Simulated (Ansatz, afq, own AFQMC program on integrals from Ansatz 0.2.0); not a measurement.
**Where AFQMC and coupled cluster stand for SiH$_{4}$⁻, doublet**

```
atom    x (Å)    y (Å)    z (Å)
  Si  -0.0227   0.0227   0.0226
   H   0.8419   0.8908   0.8920
   H  -0.8927  -0.8442   0.8879
   H  -0.8876   0.8894  -0.8481
   H   1.5717  -1.5677  -1.5609
```

Basis 6-31++G**. Only valence electrons are correlated. AFQMC by an in-house program on the Cholesky factors that Ansatz 0.2.0 writes for its CCSD(T) run. The CISD trial takes its coefficients from CCSD amplitudes. Released means that phaseless walkers are propagated on without the constraint, phases kept. Error bars are statistical, one sigma.

Determinant: ROHF, the one that the program's search chose, which needn't be the lowest solution. The geometry is a point of a scan.

No full CI on the walks' own integrals is used here; CCSDT(Q) serves as the reference and is uncertain by about the last step of the cluster series.

Cautions: a spin-contaminated unrestricted determinant lies lower (UHF 199 meV lower, ⟨S²⟩ 0.82).

* T1 diagnostic: 0.0347
* weight of the determinant in the CISD state: 0.880
* size of the correlated space: 9 electrons in 42 orbitals

Reference: CCSDT(Q), correlation energy -4.237 eV. The released energy is read at 2.40 1/Eh (meV from the phaseless value at times in 1/Eh: -11 ± 10 at 0.24, -15 ± 8 at 0.51, -20 ± 7 at 0.99, -21 ± 9 at 1.62, -6 ± 8 at 2.40).

```tsv
level	E − E(reference) (mEh)	share of correlation (%)
HF	155.71	0.00
MP2	36.42	76.61
CCSD	4.75	96.95
CCSD(T)	1.01	99.35
CCSDT	0.12	99.92
ph-AFQMC/CISD	0.93 ± 0.30	99.40
released AFQMC	0.71 ± 0.29	99.54
```

A walk keeps the symmetry of its determinant, which the program's search chose and which needn't be the lowest solution, so a lower state of the same spin and another symmetry isn't excluded. Released energies are given only where the last usable release times agree within the noise; a slower fall can still hide under it.
